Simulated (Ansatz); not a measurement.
# Worked example: the enthalpy of formation of MgF2 (SMILES [F][Mg][F])

The species is MgF2 (3 atoms), meant as a singlet with charge 0. SMILES: `[F][Mg][F]`. The coordinates come from a PBE0-D4/def2-TZVP relaxation.

```xyz
3

F    -1.4148    0.7348   -0.7008
Mg   -0.0036   -0.0216   -0.0044
F     1.4075   -0.7780    0.6919
```

Total energies at revPBE/cc-pVTZ (Ansatz 0.2.0); the atoms run unrestricted:

```
species    state  energy (Eh)
   MgF2  singlet  -399.862527
      F  doublet   -99.726879
     Mg  singlet  -200.029689
```

Harmonic wavenumbers at PBE0-D4/def2-TZVP, in cm⁻¹: 161, 161, 564, 878.

Measured heats of formation of the gaseous atoms at 298.15 K, in kJ/mol: F 79.4, Mg 147.1. Spin-orbit lowering of the atoms at 298 K (mean of the ground term's levels less their thermal mean, from spectra), in kJ/mol: F 1.29. Take 1 Eh = 2625.50 kJ/mol, 1 cm⁻¹ = 0.0119627 kJ/mol, RT = 2.479 kJ/mol.

Question: Work out the heat of formation of the gas at 298 K.

Answer: 
1. Electronic atomisation energy: 2 × (-99.726879) + (-200.029689) − (-399.862527) = 0.379080 Eh = 995.3 kJ/mol.
2. Zero-point energy: half the sum of the wavenumbers, 882 cm⁻¹ = 10.6 kJ/mol.
3. Thermal vibrational enthalpy, Σ hcν̃/(exp(hcν̃/kT) − 1): 3.9 kJ/mol. Translation, rotation and pV of a linear molecule: 3.5 RT = 8.7 kJ/mol.
4. The 3 free atoms carry 5/2 RT each: 18.6 kJ/mol.
5. Spin-orbit coupling lowers the free atoms by 2 × 1.29 = 2.6 kJ/mol.
6. Atomisation enthalpy at 298 K: 995.3 − 2.6 − 10.6 − 3.9 − 8.7 + 18.6 = 988.1 kJ/mol.
7. Sum of the atoms' heats of formation: 305.9 kJ/mol. Heat of formation: 305.9 − 988.1 = -682.2 kJ/mol.

No measured value is set beside it here. Anharmonicity and any spin-orbit splitting of the molecule are left out.
